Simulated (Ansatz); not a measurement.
Input file:

```yaml
crystal:
  periodic: [false, false, false]
  atoms:
    - {symbol: N, position_ang: [0.000000, 0.000000, 0.000000]}
    - {symbol: P, position_ang: [0.000000, 0.000000, 1.479400]}
basis:
  gaussian: {orbitals: 6-31G}
total_charge: 1
magnetization: {spin_polarized: false, initial_magnetization: 1}
correlation: {method: fic_mrcisd_q, electrons: outside_noble_gas, active_space: {window: {electrons: 9, orbitals: 8}, shells: [{species: "N", l: s, shell: 2}, {species: "N", l: p, shell: 2}, {species: P, l: s, shell: 3}, {species: P, l: p, shell: 3}]}}
```

```sh
$ ansatz run in.yaml --threads 1 --pin off --events-out ev --progress --plain --max-ram 2393MiB
```

The program prints:

```
457 factors; integrals over basis functions are off by at most 4.2e-8 eV
mean field evaluation 1: about -10727.1357 eV, gradient 5.9e1 eV
mean field evaluation 2: about -10727.2433 eV, gradient 5.9e1 eV
mean field evaluation 4: about -10737.8889 eV, gradient 3.9e0 eV
mean field evaluation 8: about -10738.5294 eV, gradient 3.6e-1 eV
mean field evaluation 16: about -10738.5509 eV, gradient 2.8e-6 eV
mean field evaluation 32: about -10738.5077 eV, gradient 1.1e0 eV
mean field evaluation 64: about -10738.2934 eV, gradient 4.2e-1 eV
mean field evaluation 96: about -10738.2963 eV, gradient 6.8e-3 eV
mean field -10738.55089569 eV, -394.6344665654 hartree, gradient 2.8e-6 eV, S^2 0.750000; 9 other end points of the search recorded, 0 dependent functions left out
reference -10738.55089569 eV, -394.6344665654 hartree; 11, 10 occupied and 11, 12 virtual orbitals, 457 factors
state -10743.06631928 eV, -394.8004053217 hartree
contracted CI cycle   1: correlation 0.00000000 eV, 0.0000000000 hartree, residual 8.82e0 eV
contracted CI cycle   2: correlation -1.15468135 eV, -0.0424337569 hartree, residual 1.70e0 eV
contracted CI cycle   3: correlation -1.19484753 eV, -0.0439098367 hartree, residual 3.63e-1 eV
contracted CI cycle   4: correlation -1.19669285 eV, -0.0439776511 hartree, residual 7.99e-2 eV
contracted CI cycle   5: correlation -1.19677935 eV, -0.0439808297 hartree, residual 1.73e-2 eV
contracted CI cycle   6: correlation -1.19678336 eV, -0.0439809774 hartree, residual 4.28e-3 eV
contracted CI cycle   7: correlation -1.19678361 eV, -0.0439809866 hartree, residual 9.14e-4 eV
state -10743.06631928 eV, -394.8004053217 hartree; corrected -10744.28837576 eV, -394.8453150691 hartree
Total energy: -10744.28837576 eV, -394.8453150691 hartree
Checks for a lower state left out: starts, orbital_swaps
```

For the same geometry and basis full CI lies 20.7 meV lower.

Ran on 1 thread of Arm Neoverse V1, shared host: 3 s wall, 0.18 GiB peak host memory.
